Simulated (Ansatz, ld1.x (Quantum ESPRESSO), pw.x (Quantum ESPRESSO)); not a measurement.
**From atom to crystal: PAW potential for tin (Sn)**

tin (Sn), PAW, made with ld1.x (Quantum ESPRESSO) 7.5 (PBE, scalar-relativistic). Core [Kr], reference 4d10 5s2 5p2. Waves: 5s (bound): rcut 1.65, rcutus 2.05 bohr; 5s channel at -0.05 Ry: rcut 1.65, rcutus 2.05 bohr; 5p (bound): rcut 1.90, rcutus 2.50 bohr; 5p channel at 5.05 Ry: rcut 1.90, rcutus 2.50 bohr; 4d (bound): rcut 1.10, rcutus 1.35 bohr; 4d channel at -0.6 Ry: rcut 1.10, rcutus 1.35 bohr. Local part: all-electron potential smoothed inside 2.15 bohr (lloc = -1). Core correction: Bessel-smoothed model core inside 0.75 bohr. Augmentation charge: BESSEL, radius 1.05 bohr.

Atomic tests: cutoffs needed: 90 Ry and 140 Ry (the cutoffs (Ry, on a coarse ladder) from which the occupation-weighted sum of valence levels, in a spherical-Bessel basis at the reference potential, stays within 10 and 1 mRy of its value at 400 Ry); ghost test: no extra level below or beside the all-electron valence levels (s, p, d, f tested) (spherical-Bessel basis up to 400 Ry, 20 bohr box); largest excitation error: -83 meV (all-electron minus pseudo) for 4d9 5s2 5p3, out of 7 test configurations.

Crystal test: diamond Sn in pw.x 7.5, no spin, 8³ k-points, Fermi–Dirac smearing 0.01 Ry, cutoffs 170/900 Ry. The reference is all-electron LAPW (Ansatz 0.2.0) with the same functional, mesh and smearing; V0 and B0 come from Birch–Murnaghan fits to the pressures at five volumes. Errors are pseudo minus all-electron; Δ is the rms difference of the E(V) curves that follow from these fits, minima aligned, over ±6 % about the mean V0. Mesh and smearing are coarse, so the numbers serve the comparison and aren't converged zero-temperature values; the lattice is a test structure that the element need not adopt.

```json
{"V (Å³/atom)": "34.936", "P all-electron (GPa)": "2.25", "P pseudo (GPa)": "2.27"}
{"V (Å³/atom)": "35.856", "P all-electron (GPa)": "1.13", "P pseudo (GPa)": "1.15"}
{"V (Å³/atom)": "36.775", "P all-electron (GPa)": "0.16", "P pseudo (GPa)": "0.18"}
{"V (Å³/atom)": "37.694", "P all-electron (GPa)": "-0.67", "P pseudo (GPa)": "-0.66"}
{"V (Å³/atom)": "38.614", "P all-electron (GPa)": "-1.39", "P pseudo (GPa)": "-1.38"}
```

All-electron: a0 = 6.661 Å (V0 = 36.95 Å³/atom), B0 = 35.1 GPa.

Pseudopotential: mean pressure error (GPa): +0.01; a0 (Å): 6.662; a0 error (%): +0.01; B0 error (%): +0.1; Δ (meV/atom): 0.1.

At the middle volume, how do free energy and pressure move when the wave cutoff is lowered (ecutrho held at 900 Ry)?

```json
{"cutoff (Ry)": "76", "shift of F (meV/atom)": "+145.5", "shift of P (GPa)": "-1.02"}
{"cutoff (Ry)": "102", "shift of F (meV/atom)": "+19.3", "shift of P (GPa)": "-0.43"}
```

The run at the middle volume (29 k-points, 8 iterations) took about 8.1 min on one core of a shared host (Neoverse-N1, 64 threads, 124 GiB, load 58).
